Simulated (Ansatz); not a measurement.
We consider rutile CrO2, described by PBE-D3(BJ) in Ansatz (plane waves, PAW).

Run with plane-wave cutoff 520 eV, 12×12×18 k mesh (along the axes of the cell as run), Fermi–Dirac smearing 0.05 eV, spin-polarised with parallel moments, scalar-relativistic PAW data made under PBE.

A third-order Birch–Murnaghan fit to the energies gives V0 = 9.484 Å³/atom, B0 = 240 GPa, B′ = 5.0.

```json
[
 {"V (Å³/atom)": "9.104", "P (GPa)": "(withheld)"},
 {"V (Å³/atom)": "9.294", "P (GPa)": "5.11"},
 {"V (Å³/atom)": "9.484", "P (GPa)": "0.00"},
 {"V (Å³/atom)": "9.673", "P (GPa)": "-4.53"},
 {"V (Å³/atom)": "9.863", "P (GPa)": "(withheld)"}
]
```

### Question
Estimate the withheld pressures from this fit; the answers are the runs' own values.

### Answer

- 9.104, P (GPa): 10.86
- 9.863, P (GPa): -8.54

The formula P = (3/2) B0 (x^(7/3) − x^(5/3)) [1 + (3/4)(B′ − 4)(x^(2/3) − 1)] with x = V0/V meets the computed pressures within 0.03 GPa when these rounded values are put in.

Shape and atoms are relaxed at each volume.

Measured, for comparison: bulk modulus 242 ± 2 GPa (temperature not stated, no zero-point or thermal correction, equation of state from high-pressure X-ray diffraction; as tabulated in Datta et al. (2023), arXiv:2307.04584). Computed (rounded) less measured: bulk modulus -0.8 % (inside the measured uncertainty).

Note: the bulk modulus comes from volumes at which shape and atoms were relaxed.

The computed numbers hold no vibrational or temperature effects.

Ansatz is an electronic-structure program.
